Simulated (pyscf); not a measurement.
H₂Se + GeH₂ [singlet] + HF → H₃Ge–SeH + HF (multi-bond step; singlet surface; H–Se, F–H broken, Ge–Se, Ge–H, F–H formed). Optimised with ωB97X-D3(BJ)/def2-SVP in PySCF. Correlated levels are frozen-core, on RHF or UHF. ΔMP2 is the change of the MP2 total energy from the triple- to the quadruple-zeta basis. Energies in kcal/mol from the separated reactants.

```
level                             barrier  reaction energy
--------------------------------  -------  ---------------
PBE/def2-TZVP                       -23.2            -52.0
r²SCAN/def2-TZVP                    -22.6            -57.0
PBE0-D3(BJ)/def2-TZVP               -19.6            -56.2
ωB97M-D3(BJ)/def2-TZVP               -8.5            -50.2
HF/def2-TZVP                         19.3            -48.8
CCSD/def2-TZVPP                      -3.1            -53.2
CCSD(T)/def2-TZVPP + ΔMP2(QZVPP)     -8.5            -54.0
```

On the reactant side the descent ends in an adduct with a Ge–Se contact, 29.6 kcal/mol under the separated species and 13.3 kcal/mol under the saddle at ωB97X-D3(BJ)/def2-TZVP. On the product side the descent ends in a complex, 6.3 kcal/mol under the separated species and 49.3 kcal/mol under the saddle at ωB97X-D3(BJ)/def2-TZVP. At PBE, r²SCAN, PBE0-D3(BJ), ωB97M-D3(BJ)/def2-TZVP, CCSD, CCSD(T) the saddle lies under the separated reactants, which points to a path from their complex (located at ωB97X-D3(BJ) alone). What is counted as formed (Ge–Se) is already present as a longer contact in the reactant adduct; forming that adduct is a step of its own. At ωB97X-D3(BJ)/def2-TZVP the barrier from the zero used here is -16.3 kcal/mol. One saddle was located; it need not be the lowest between these sides. The CCSD(T) − MP2 part came from Ansatz, without density fitting, on the same reference. The frozen core leaves the outer d or s,p core shells of the metals and heavy elements correlated in the MP2 and CC values, and def2-TZVPP describes them poorly, which can shift differences by a few kcal/mol. Elements up to Kr have no core potential and no relativistic terms here.
